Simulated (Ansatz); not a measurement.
# Solid iodine

Calculation: LDA (Ansatz, a quantum-chemistry and plane-wave program, plane waves, PAW).

Run with plane-wave cutoff 500 eV, 8×8×4 k mesh (along the axes of the cell as run), gaussian smearing 0.02 eV, scalar-relativistic PAW data made under PBE.

Cell: relaxed at this level.

```yaml
volume_per_atom: 36.84 Å³/atom
lattice_parameter_a: 7.156 Å
lattice_parameter_b: 4.320 Å
lattice_parameter_c: 9.533 Å
band_gap: 0.69 eV (on the SCF k mesh)
```

Spin–orbit coupling is not included; with these elements it can move the gap by several tenths of an eV or more.

Static lattice: no zero-point or thermal effects.

The result took about 3 core-minutes (a rough figure).
